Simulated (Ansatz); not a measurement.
This script makes the interaction energy of a dimer with the counterpoise correction of H2Si, SMILES [SiH2] with Ansatz 0.2.0, Python API.

Script `h2si_dimer.py`:
```python
"""Interaction energy of two H2Si molecules, with the counterpoise correction."""

import ansatz as az

params = {
    "basis_set": "def2-SVP",
    "functional": "PBE0",
    "dispersion": "d3bj",
}

FIRST = [
    ("Si", (-0.3138, 0.2993, -0.1365)),
    ("H", (0.8506, 0.7985, 0.5531)),
    ("H", (-0.5368, -1.0979, -0.4166)),
]
SECOND = [
    ("Si", (-3.8276, -2.4198, 1.1249)),
    ("H", (-4.8771, -2.0278, 2.0333)),
    ("H", (-2.6078, -1.6714, 0.9451)),
]

def energy(atoms, ghosts=()):
    molecule = az.Crystal.molecule()
    for symbol, xyz in atoms:
        molecule = molecule.atom(symbol, xyz)
    calc = (
        molecule.calculation()
        .basis(gaussian=params["basis_set"])
        .functional(params["functional"], dispersion=params["dispersion"])
    )
    deck = calc.input()
    if ghosts:
        deck = deck.set(az.key.basis.gaussian.ghost_atoms, [{"symbol": s, "position_ang": list(xyz)} for s, xyz in ghosts])
    return az.Session.from_dict(deck).plan().execute().report["free_energy_ev"]

# monomers in their own basis and in the basis of the dimer
both = energy(FIRST + SECOND)
alone = energy(FIRST) + energy(SECOND)
ghosted = energy(FIRST, SECOND) + energy(SECOND, FIRST)
print(f"dimer {both:.6f} eV")
print(f"interaction, uncorrected   {23.060548 * (both - alone):8.3f} kcal/mol")
print(f"interaction, counterpoise  {23.060548 * (both - ghosted):8.3f} kcal/mol")
print(f"basis-set superposition    {23.060548 * (alone - ghosted):8.3f} kcal/mol")
```

How large is the interaction at this pose, and how much of it is basis-set superposition?

Uncorrected it is -2.047 kcal/mol, with the counterpoise correction -1.898 kcal/mol; the difference, 0.15 kcal/mol, is the superposition error.

The run itself:

```console
$ python h2si_dimer.py
dimer -15802.161515 eV
interaction, uncorrected     -2.047 kcal/mol
interaction, counterpoise    -1.898 kcal/mol
basis-set superposition       0.148 kcal/mol
```

Caveats:
- Total energies depend on the basis set; only differences at equal settings carry meaning.
- The dimer is a generated trial pose of unrelaxed monomers, not a minimum, so the figure is no binding energy, and the basis set is small.
- Run time: 4.9 s on 1 thread of Arm Neoverse N1 (shared host), peak memory 0.15 GiB.
